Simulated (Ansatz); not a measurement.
## Ansatz (development build ahead of 0.2.0) run

```yaml
crystal:
  periodic: [false, false, false]
  atoms:
    - { symbol: O, position_ang: [-0.4668, -0.818, -0.676] }
    - { symbol: C, position_ang: [0.0, 0.0, 0.0] }
    - { symbol: O, position_ang: [0.4668, 0.818, 0.676] }
basis:
  gaussian: { orbitals: def2-SVP }
total_charge: 1
magnetization:
  spin_polarized: true
  initial_magnetization: 1
hamiltonian:
  xc: hf
correlation:
  method: mp2
  frozen_orbitals: { C: 1, O: 1 }
output:
  forces: true
```

The input is written out in the form of the current development build from the run's settings.

The run gave:

```yaml
Converged: yes
Reference_energy: -187.02520 hartree
Correlation_energy: -0.41353 hartree
Total_energy: -187.43872 hartree
Spin_squared_of_the_determinant: 0.954
Stability_test: minimum
```

Forces (eV/Å):
```tsv
atom	Fx	Fy	Fz
O1	-0.296	-0.519	-0.429
C2	0.000	0.000	0.000
O3	0.296	0.519	0.429
```

Caution: the unrestricted determinant is spin contaminated; MP2 on this radical cation hangs on the determinant chosen.
